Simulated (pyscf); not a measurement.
PySCF, gas phase, ωB97X-D3(BJ)/def2-SVP geometries.

Q: Cl–GeH: [singlet] + hydrogen (H₂) → germylene (GeH₂) [singlet] + hydrogen chloride (HCl)
Surface: singlet. Broken: Cl–Ge, H–H. Formed: Ge–H, Cl–H. Give ΔE‡ and ΔE from ωB97M-D3(BJ)/def2-TZVP, relative to the separated reactants.

A: ΔE‡ = 24.1 kcal/mol, ΔE = +25.3 kcal/mol. Zero-point energy shifts the barrier by +2.1 kcal/mol. It is a four-centre exchange, with an imaginary mode of 1016i cm⁻¹. On the product side the descent ends in a bound adduct, 9.3 kcal/mol under the separated species and 6.1 kcal/mol under the saddle at ωB97X-D3(BJ)/def2-TZVP. At ωB97M-D3(BJ) the saddle lies under the separated products, which points to a path from their complex (located at ωB97X-D3(BJ) alone), and parting the products costs more than the saddle. The same reactants have a lower exit, to Cl–GeH: [singlet] + H₂ (barrier +15.3 kcal/mol at ωB97M-D3(BJ)/def2-TZVP, against +24.1 kcal/mol here). One saddle was located; it need not be the lowest between these sides. Elements up to Kr have no core potential and no relativistic terms here.
